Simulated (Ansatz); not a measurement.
Input file:

```yaml
crystal:
  periodic: [false, false, false]
  atoms:
    - {symbol: O, position_ang: [0.000157, -0.000104, -0.041923]}
    - {symbol: H, position_ang: [0.941031, 0.014170, 0.225305]}
    - {symbol: H, position_ang: [-0.483545, 0.809421, 0.218000]}
    - {symbol: H, position_ang: [-0.459974, -0.821935, 0.222149]}
basis:
  gaussian: {orbitals: "6-31G*"}
total_charge: 1
correlation: {method: fic_nevpt4_sd, electrons: valence, active_space: {window: {electrons: 2, orbitals: 9}, states: [{multiplicity: 1, weights: [0.5, 0.5, 1]}]}}
accuracy: high
scf: {lower_state_search: off}
```

```sh
$ ansatz run in.yaml --threads 1 --pin off --events-out ev --progress --plain --max-ram 2176MiB
```

Log:

```
these checks for a lower state are left out or cut short: stability, starts, cluster_reference, orbital_swaps, neighbouring_geometries, increment
375 factors; integrals over basis functions are off by at most 3.8e-9 eV
mean field evaluation 1: about -2071.0229 eV, gradient 5.5e1 eV
mean field evaluation 2: about -2071.0220 eV, gradient 5.5e1 eV
mean field evaluation 4: about -2075.9246 eV, gradient 1.6e0 eV
mean field evaluation 8: about -2075.9320 eV, gradient 1.3e-4 eV
mean field -2075.93198867 eV, -76.2890934663 hartree, gradient 1.2e-8 eV, S^2 0.000000; 0 other end points of the search recorded, 0 dependent functions left out
reference -2075.93198867 eV, -76.2890934663 hartree; 5, 5 occupied and 16, 16 virtual orbitals, 375 factors
state -2075.91623018 eV, -76.2885143525 hartree
state -2064.22307919 eV, -75.8587989795 hartree
state -2061.92019140 eV, -75.7741694144 hartree
state -2075.91623018 eV, -76.2885143525 hartree; corrected -2081.17544832 eV, -76.4817870543 hartree
state -2064.22307919 eV, -75.8587989795 hartree; corrected -2069.03082504 eV, -76.0354803806 hartree
state -2061.92019140 eV, -75.7741694144 hartree; corrected -2066.47865563 eV, -75.9416898848 hartree
Total energy: -2070.79089615 eV, -76.1001618012 hartree
Checks for a lower state left out: stability, starts, cluster_reference, orbital_swaps, neighbouring_geometries, increment
```

Natural occupations, averaged over the states: 1.2407 0.4993 0.2500 0.0066 0.0010 0.0009 0.0007 0.0006 0.0002.

The total printed last is the weighted mean of the 3 states, 10.385 eV above the lowest of them, and is no single state's energy.

Ran on 1 thread of Intel Xeon 6975P-C, shared host: 3.3 s wall, 0.41 GiB peak host memory.
